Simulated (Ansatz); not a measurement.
in.yaml

```yaml
crystal:
  periodic: [false, false, false]
  atoms:
    - {symbol: Br, position_ang: [0.000000, 0.000000, 0.000000]}
    - {symbol: Be, position_ang: [0.000000, 0.000000, 3.429000]}
basis:
  gaussian: {orbitals: 6-31G}
total_charge: 1
magnetization: {spin_polarized: true, initial_magnetization: 0}
correlation: {method: ccsdt_q, electrons: outside_noble_gas}
```

```sh
$ ansatz run in.yaml --threads 1 --pin off --events-out ev --progress --plain --max-ram 2393MiB
```

Roughly how long does this take on 1 thread of Arm Neoverse V2, shared host, and how much host memory?

9.5 s wall and 0.2 GiB.

```
609 factors; integrals over basis functions are off by at most 9.4e-8 eV
mean field evaluation 1: about -70367.6979 eV, gradient 2.2e1 eV
mean field evaluation 2: about -70367.7058 eV, gradient 2.2e1 eV
mean field evaluation 4: about -70373.6179 eV, gradient 7.7e0 eV
mean field evaluation 8: about -70375.1210 eV, gradient 2.5e-1 eV
mean field evaluation 16: about -70375.5370 eV, gradient 2.6e0 eV
mean field evaluation 32: about -70377.3992 eV, gradient 3.6e0 eV
mean field evaluation 64: about -70375.1070 eV, gradient 2.4e-1 eV
mean field evaluation 96: about -70373.5035 eV, gradient 4.2e0 eV
mean field evaluation 128: about -70373.7137 eV, gradient 3.5e-2 eV
mean field evaluation 160: about -70377.1411 eV, gradient 1.6e-6 eV
...
mean field -70377.45266190 eV, -2586.3236817740 hartree, gradient 1.2e-6 eV, S^2 1.001978; 19 other end points of the search recorded, 0 dependent functions left out
determinant -70377.45266190 eV, -2586.3236817740 hartree, with singles and doubles -70378.34404680 eV, -2586.3564395650 hartree
determinant -70377.14109021 eV, -2586.3122317258 hartree, with singles and doubles -70378.02197489 eV, -2586.3446036405 hartree
determinant -70375.12448206 eV, -2586.2381227429 hartree, with singles and doubles -70378.05364912 eV, -2586.3457676472 hartree
determinant -70373.77378760 eV, -2586.1884856372 hartree, with singles and doubles -70374.73814642 eV, -2586.2239251701 hartree
determinant -70373.71379092 eV, -2586.1862807998 hartree, with singles and doubles -70374.72488397 eV, -2586.2234377840 hartree
determinant -70377.45266190 eV, -2586.3236817740 hartree, with singles and doubles -70378.37938346 eV, -2586.3577381632 hartree
determinant -70377.14109021 eV, -2586.3122317258 hartree, with singles and doubles -70378.05243855 eV, -2586.3457231595 hartree
determinant -70375.12448206 eV, -2586.2381227429 hartree, with singles and doubles -70378.06106124 eV, -2586.3460400376 hartree
determinant -70377.45266190 eV, -2586.3236817740 hartree, with singles and doubles -70378.38299192 eV, -2586.3578707715 hartree
determinant -70377.14109021 eV, -2586.3122317258 hartree, with singles and doubles -70378.11237059 eV, -2586.3479256212 hartree
determinant -70375.12448206 eV, -2586.2381227429 hartree, with singles and doubles -70378.08759291 eV, -2586.3470150581 hartree
15 core orbitals not correlated: weight in the atoms' cores, before any rotation towards them, 1.000 or more for the frozen orbitals, at most 0.000 for the correlated occupied ones
reference -70377.45266190 eV, -2586.3236817740 hartree; 4, 4 occupied and 19, 19 virtual orbitals, 609 factors
second order -0.75086278 eV of doubles, -0.00000000 eV of singles
...
cycle  28  -0.99160559 eV  change   -1.6e-4 eV  update   6.6e-5
cycle  29  -0.99164313 eV  change   -3.8e-5 eV  update   3.3e-5
cycle  30  -0.99164824 eV  change   -5.1e-6 eV  update   2.3e-5
cycle  31  -0.99165969 eV  change   -1.1e-5 eV  update   1.4e-5
cycle  32  -0.99166771 eV  change   -8.0e-6 eV  update   7.1e-6
cycle  33  -0.99166882 eV  change   -1.1e-6 eV  update   3.7e-6
cycle  34  -0.99166901 eV  change   -1.8e-7 eV  update   2.8e-6
cycle  35  -0.99166874 eV  change    2.7e-7 eV  update   2.1e-6
cycle  36  -0.99166788 eV  change    8.6e-7 eV  update   1.2e-6
cycle  37  -0.99166760 eV  change    2.8e-7 eV  update   7.9e-7
perturbative correction -0.00502255 eV, -0.0001845753 hartree
WARN: these amplitudes may be one of several solutions (largest doubles amplitude 0.52, level shift 0.00 eV)
Total energy: -70378.44935204 eV, -2586.3603094613 hartree
```

The determinant's ⟨S²⟩ is 1.00 against 0.00 for a pure state. The T1 diagnostic is 0.034.
